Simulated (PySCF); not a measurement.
S2: frontier orbitals

PBE at R = 1.911 Å; basis S def2-SVPD; no relativity; PySCF 2.14. State: triplet, unpaired electrons π ↑↑. Only the outer orbitals are listed.

```tsv
spin	orbital	occ.	ε (eV)	main shells (%)
α	σg	1	-21.18	87 s, 12 p
α	σu	1	-15.73	88 s, 11 p
α	σg	1	-10.16	85 p, 14 s
α	πu	1	-9.34	98 p
α	πu	1	-9.34	98 p
α	πg	1	-5.96	98 p
α	πg	1	-5.96	98 p
α	σu	0	-1.47	107 p, 11 d
β	σg	1	-20.59	83 s, 14 p
β	σu	1	-14.64	91 s, 9 p
β	σg	1	-9.56	82 p, 17 s
β	πu	1	-8.40	96 p
β	πu	1	-8.40	96 p
β	πg	0	-4.70	97 p
β	πg	0	-4.70	97 p
```

Which are the highest filled and the lowest empty level, where do they sit, and how wide is the gap?

Highest filled α πg at -5.96 eV (in %: 98 p); lowest empty β πg at -4.70 eV (in %: 97 p); the gap at PBE is 1.26 eV. Both belong to one degenerate shell, split only by its one-sided filling, so this is no excitation gap.

```
bond order (Mayer)             : 2.14
⟨S²⟩                           : 2.003
polarisability along the bond  : 58.5 bohr³
polarisability across the bond : 32.1 bohr³
```

Shares are Mulliken populations and can fall outside 0 to 100 %.

The state is the lowest determinant that a PBE0 search found; another state may lie lower at other levels.
